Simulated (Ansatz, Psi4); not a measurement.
# Heat of formation of C3H6S3 (SMILES C1SCSCS1) from total energies

The species is C3H6S3 (12 atoms), meant as a singlet with charge 0. SMILES: `C1SCSCS1`. Geometry: relaxed at PBE0-D4/def2-TZVP. This is one conformer, not always the lowest.

Total energies at CCSD/6-31G* (spherical functions), 18 core orbitals frozen (Psi4 1.11); the atoms run unrestricted:

```
species    state   energy (Eh)
 C3H6S3  singlet  -1310.427661
      C  triplet    -37.750357
      S  triplet   -397.568562
      H  doublet     -0.498233
```

Harmonic wavenumbers at PBE0-D4/def2-TZVP, in cm⁻¹: 182, 183, 282, 282, 294, 400, 673, 685, 685, 759, 759, 772, 792, 792, 919, 1109, 1184, 1193, 1193, 1242, 1242, 1411, 1412, 1426, 3050, 3058, 3058, 3141, 3142, 3142.

Measured heats of formation of the gaseous atoms at 298.15 K, in kJ/mol: C 716.9, S 277.0, H 218.0. Spin-orbit lowering of the atoms at 298 K (mean of the ground term's levels less their thermal mean, from spectra), in kJ/mol: C 0.02, S 1.88. Take 1 Eh = 2625.50 kJ/mol, 1 cm⁻¹ = 0.0119627 kJ/mol, RT = 2.479 kJ/mol.

Task: Work out the heat of formation of the gas at 298 K.

Result: 
1. Electronic atomisation energy: 3 × (-37.750357) + 3 × (-397.568562) + 6 × (-0.498233) − (-1310.427661) = 1.481506 Eh = 3889.7 kJ/mol.
2. Zero-point energy: half the sum of the wavenumbers, 19231 cm⁻¹ = 230.1 kJ/mol.
3. Thermal vibrational enthalpy, Σ hcν̃/(exp(hcν̃/kT) − 1): 9.9 kJ/mol. Translation, rotation and pV of a non-linear molecule: 4 RT = 9.9 kJ/mol.
4. The 12 free atoms carry 5/2 RT each: 74.4 kJ/mol.
5. Spin-orbit coupling lowers the free atoms by 3 × 0.02 + 3 × 1.88 = 5.7 kJ/mol.
6. Atomisation enthalpy at 298 K: 3889.7 − 5.7 − 230.1 − 9.9 − 9.9 + 74.4 = 3708.5 kJ/mol.
7. Sum of the atoms' heats of formation: 4289.7 kJ/mol. Heat of formation: 4289.7 − 3708.5 = +581.2 kJ/mol.

The tabulated value is +80.0 kJ/mol (CRC Handbook of Chemistry and Physics), so this level is off by +501.2 kJ/mol, or 11.9 % of the atomisation enthalpy that the table implies (4209.6 kJ/mol). Coupled cluster needs large bases for atomisation: in a finite one the molecule is underbound. CCSD also lacks the triples, which bind further. A double-zeta basis underbinds. Anharmonicity and any spin-orbit splitting of the molecule are left out, and so is core correlation.
